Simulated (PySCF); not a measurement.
Harmonic spectrum computed at B3LYP in the def2-TZVP basis family (core potentials from Rb on, PySCF, no spin–orbit coupling):

| ω (cm⁻¹) | IR (km/mol, summed over degenerate members) | degeneracy |
| --- | --- | --- |
| 537 | 84.1 | 1 |
| 1410 | 5.7 | 2 |
| 3115 | 0.0 | 1 |
| 3291 | 8.5 | 2 |

Problem. Which molecule gave it? In each, all ligands are bound to the one heavy central atom.
A. NH₃ (singlet)
B. CH₃ (doublet)
C. AlH₃ (singlet)
D. BH₃ (singlet)

Solution. B. It has D3h symmetry with C–H 1.079 Å (×3).
